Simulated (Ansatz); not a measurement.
**Molecular dynamics of C$_{4}$H$_{8}$ClN**

Input:

```yaml
crystal:
  periodic: [false, false, false]
  atoms:
    - { symbol: C, position_ang: [-0.799908, -1.837836, 0.184828] }
    - { symbol: "N", position_ang: [0.511996, -1.039957, 0.247622] }
    - { symbol: C, position_ang: [0.347825, 0.413054, 0.267727] }
    - { symbol: C, position_ang: [-0.588208, 0.940535, -0.865127] }
    - { symbol: C, position_ang: [0.98465, 1.226831, 1.14299] }
    - { symbol: Cl, position_ang: [1.095598, 3.065066, 0.997994] }
    - { symbol: H, position_ang: [-1.491674, -1.488573, 0.891801] }
    - { symbol: H, position_ang: [-1.251742, -1.812816, -0.811579] }
    - { symbol: H, position_ang: [-0.518094, -2.857697, 0.37161] }
    - { symbol: H, position_ang: [0.901833, -1.312632, 1.050019] }
    - { symbol: H, position_ang: [-0.547947, 2.035009, -0.921531] }
    - { symbol: H, position_ang: [-0.23044, 0.539665, -1.826468] }
    - { symbol: H, position_ang: [-1.636232, 0.698904, -0.626608] }
    - { symbol: H, position_ang: [1.686059, 0.826278, 1.894775] }
basis:
  gaussian: { orbitals: STO-3G }
hamiltonian:
  xc: b3lyp
md:
  timestep: 1.0
  n_steps: 250
  ensemble: nvt_langevin
  temperature: 400.0
  initial_velocities: maxwell_boltzmann
  seed: 357846
  friction: 0.005
scf:
  lower_state_search: "off"
```

Launched with:

```bash
$ ansatz run input.yaml --threads 1 --pin off --max-ram 2048MiB --backend cpu --events-out ev --progress --plain --runs-dir out
```

It goes on from the last frame of an earlier run, with new velocities.

Output, in part (one step line in 9, the closing report, with atoms numbered from 0):

```
md step     0: t =     0.00 fs  T =   371.4 K  F+E_penalty+E_count = -18082.12652172 eV  E_kin = 0.672152 eV  (14 SCF iters)
md step     9: t =     9.00 fs  T =   347.2 K  F+E_penalty+E_count = -18081.94958887 eV  E_kin = 0.628356 eV  (19 SCF iters)
md step    18: t =    18.00 fs  T =   428.9 K  F+E_penalty+E_count = -18082.14375478 eV  E_kin = 0.776200 eV  (19 SCF iters)
md step    27: t =    27.00 fs  T =   390.6 K  F+E_penalty+E_count = -18082.11181480 eV  E_kin = 0.706915 eV  (19 SCF iters)
md step    36: t =    36.00 fs  T =   378.5 K  F+E_penalty+E_count = -18081.95274485 eV  E_kin = 0.684879 eV  (19 SCF iters)
md step    45: t =    45.00 fs  T =   355.8 K  F+E_penalty+E_count = -18081.90007627 eV  E_kin = 0.643828 eV  (19 SCF iters)
md step    54: t =    54.00 fs  T =   399.3 K  F+E_penalty+E_count = -18082.05515462 eV  E_kin = 0.722503 eV  (19 SCF iters)
md step    63: t =    63.00 fs  T =   465.7 K  F+E_penalty+E_count = -18082.30900820 eV  E_kin = 0.842726 eV  (19 SCF iters)
md step    72: t =    72.00 fs  T =   485.7 K  F+E_penalty+E_count = -18082.25921879 eV  E_kin = 0.879001 eV  (19 SCF iters)
md step    81: t =    81.00 fs  T =   496.8 K  F+E_penalty+E_count = -18082.30637161 eV  E_kin = 0.898978 eV  (19 SCF iters)
md step    90: t =    90.00 fs  T =   439.0 K  F+E_penalty+E_count = -18082.25657275 eV  E_kin = 0.794465 eV  (19 SCF iters)
md step    99: t =    99.00 fs  T =   430.3 K  F+E_penalty+E_count = -18082.18477456 eV  E_kin = 0.778610 eV  (19 SCF iters)
md step   108: t =   108.00 fs  T =   498.1 K  F+E_penalty+E_count = -18082.33924724 eV  E_kin = 0.901437 eV  (19 SCF iters)
md step   117: t =   117.00 fs  T =   460.3 K  F+E_penalty+E_count = -18082.12054301 eV  E_kin = 0.833016 eV  (20 SCF iters)
md step   126: t =   126.00 fs  T =   384.1 K  F+E_penalty+E_count = -18081.90114350 eV  E_kin = 0.695053 eV  (19 SCF iters)
md step   135: t =   135.00 fs  T =   309.3 K  F+E_penalty+E_count = -18081.77434589 eV  E_kin = 0.559791 eV  (19 SCF iters)
md step   144: t =   144.00 fs  T =   333.2 K  F+E_penalty+E_count = -18081.99263595 eV  E_kin = 0.602900 eV  (19 SCF iters)
md step   153: t =   153.00 fs  T =   241.5 K  F+E_penalty+E_count = -18081.86779974 eV  E_kin = 0.437088 eV  (20 SCF iters)
md step   162: t =   162.00 fs  T =   398.5 K  F+E_penalty+E_count = -18082.07097083 eV  E_kin = 0.721103 eV  (18 SCF iters)
md step   171: t =   171.00 fs  T =   354.1 K  F+E_penalty+E_count = -18082.00930064 eV  E_kin = 0.640865 eV  (19 SCF iters)
md step   180: t =   180.00 fs  T =   330.9 K  F+E_penalty+E_count = -18081.95589250 eV  E_kin = 0.598793 eV  (19 SCF iters)
md step   189: t =   189.00 fs  T =   375.5 K  F+E_penalty+E_count = -18082.00766556 eV  E_kin = 0.679537 eV  (20 SCF iters)
md step   198: t =   198.00 fs  T =   358.1 K  F+E_penalty+E_count = -18081.98886978 eV  E_kin = 0.647996 eV  (20 SCF iters)
md step   207: t =   207.00 fs  T =   486.6 K  F+E_penalty+E_count = -18082.25554626 eV  E_kin = 0.880565 eV  (19 SCF iters)
md step   216: t =   216.00 fs  T =   465.1 K  F+E_penalty+E_count = -18082.16278589 eV  E_kin = 0.841675 eV  (19 SCF iters)
md step   225: t =   225.00 fs  T =   388.3 K  F+E_penalty+E_count = -18082.19863320 eV  E_kin = 0.702642 eV  (19 SCF iters)
md step   234: t =   234.00 fs  T =   404.1 K  F+E_penalty+E_count = -18082.18596045 eV  E_kin = 0.731204 eV  (19 SCF iters)
md step   243: t =   243.00 fs  T =   262.4 K  F+E_penalty+E_count = -18081.98212162 eV  E_kin = 0.474767 eV  (19 SCF iters)
md step   250: t =   250.00 fs  T =   366.3 K  F+E_penalty+E_count = -18082.17020777 eV  E_kin = 0.662925 eV  (19 SCF iters)
Total energy: -18082.17043475 eV, -664.5075069418 hartree
Atom 0 at    -1.462574    -1.798614     0.315287 Å, force     1.153549     1.335350    -1.275967 eV/Å
Atom 1 at    -0.266106    -1.011909     0.857849 Å, force    -0.712339     1.172321    -1.994107 eV/Å
Atom 2 at    -0.217114     0.455863     0.676662 Å, force     1.681587     0.611485     1.384615 eV/Å
Atom 3 at    -0.912752     1.115381    -0.525852 Å, force     0.327670     2.442888    -0.967914 eV/Å
Atom 4 at     0.652524     1.214612     1.482930 Å, force    -0.630306    -1.225780     0.179758 eV/Å
Atom 5 at     0.929182     3.028915     1.413992 Å, force    -0.405724    -0.788022    -0.435232 eV/Å
Atom 6 at    -2.084279    -2.093262     1.146590 Å, force    -1.257894     0.011109     0.509066 eV/Å
Atom 7 at    -1.960193    -1.228062    -0.528800 Å, force     0.056490    -0.390184     1.530239 eV/Å
Atom 8 at    -1.131294    -2.713004    -0.183026 Å, force     0.613541    -0.605397     0.026446 eV/Å
Atom 9 at    -0.032535    -1.296585     1.819276 Å, force     0.207128    -0.161176     0.891952 eV/Å
Atom 10 at    -1.420478     2.104078    -0.218599 Å, force     0.937248    -1.492081    -0.273554 eV/Å
Atom 11 at    -0.163846     1.385566    -1.358607 Å, force    -0.892851    -0.419346     1.366825 eV/Å
Atom 12 at    -1.685705     0.521013    -1.008912 Å, force    -0.285531    -0.511715     0.045550 eV/Å
Atom 13 at     1.246685     0.822385     2.357961 Å, force    -0.792569     0.020549    -0.987678 eV/Å
Dipole moment:    -0.425499    -0.639841    -0.027492 e Å
```

The run went to its last step. A run of 0.25 ps of so small a system gives no equilibrium averages. Limits of this set-up: minimal basis.

The same pairs are bonded in the first frame and the last. Pairs count as bonded within 1.25 times the sum of covalent radii (0.12 Å more for H–H).

Last frame:

```xyz
14
Properties=species:S:1:pos:R:3
C -1.463 -1.799 0.315
N -0.266 -1.012 0.858
C -0.217 0.456 0.677
C -0.913 1.115 -0.526
C 0.652 1.215 1.483
Cl 0.929 3.029 1.414
H -2.084 -2.093 1.147
H -1.960 -1.228 -0.529
H -1.131 -2.713 -0.183
H -0.033 -1.297 1.819
H -1.421 2.104 -0.219
H -0.164 1.386 -1.359
H -1.686 0.521 -1.009
H 1.247 0.822 2.358
```

Time of the run: 5.3 min on 1 thread of Intel(R) Xeon(R) 6975P-C (Granite Rapids), with other jobs on the host, peak memory 0.11 GiB.
